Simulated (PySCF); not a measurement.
Compound: nitryl fluoride, FNO2.
Bonds: O1–N2 (double), N2–O3, N2–F4.

The same species was optimised twice, with GFN2-xTB and with PBE0-D3(BJ)/def2-SVP (PySCF), and the same property calculations (PySCF, gas phase) were run on both structures.

| coordinate | GFN2-xTB | PBE0-D3(BJ)/def2-SVP | change |
| --- | --- | --- | --- |
| N2–F4 (Å) | 1.544 | 1.428 | -0.116 |
| N2–O3 (Å) | 1.145 | 1.172 | +0.027 |
| O1=N2 (Å) | 1.145 | 1.172 | +0.027 |
| O1–N2–O3 (°) | 140.2 | 134.9 | -5.3 |
| O3–N2–F4 (°) | 109.9 | 112.6 | +2.7 |
| O1–N2–F4 (°) | 109.9 | 112.5 | +2.6 |

Rotational constants: A = 13621, B = 11041, C = 6098 MHz (GFN2-xTB) against A = 13481, B = 11833, C = 6301 MHz (PBE0-D3(BJ)/def2-SVP). Point groups within 0.08 Å: C2v and C2v.

On the GFN2-xTB structure: HOMO (eV) -10.62 [PBE0/pcSseg-1]; LUMO (eV) -2.48 [PBE0/pcSseg-1]; dipole (D) 1.24 [PBE0/pcSseg-1]; GIAO shielding of O1/O3 (mean) (ppm) -95.8 [PBE0/pcSseg-1]; GIAO shielding of N2 (ppm) -47.4 [PBE0/pcSseg-1]; GIAO shielding of F4 (ppm) -333.5 [PBE0/pcSseg-1].

Problem. What do these properties become on the PBE0-D3(BJ)/def2-SVP structure?

Solution. 
| property | level | on GFN2-xTB | on PBE0-D3(BJ)/def2-SVP | change |
| --- | --- | --- | --- | --- |
| HOMO (eV) | PBE0/pcSseg-1 | -10.62 | -10.40 | +0.22 |
| LUMO (eV) | PBE0/pcSseg-1 | -2.48 | -2.59 | -0.11 |
| dipole (D) | PBE0/pcSseg-1 | 1.24 | 0.20 | -1.04 |
| energy, GFN2-xTB geometry as zero (kcal/mol) | PBE0/pcSseg-1 | 0.0 | -2.9 | -2.9 |
| GIAO shielding of O1/O3 (mean) (ppm) | PBE0/pcSseg-1 | -95.8 | -135.2 | -39.4 |
| GIAO shielding of N2 (ppm) | PBE0/pcSseg-1 | -47.4 | -60.7 | -13.3 |
| GIAO shielding of F4 (ppm) | PBE0/pcSseg-1 | -333.5 | -191.7 | +141.8 |

The heavy atoms differ by 0.041 Å rms after alignment. Among all bonds N2–F4 changes most (-0.116 Å). Changes are differences of the printed values. Neither structure is proved a minimum here.
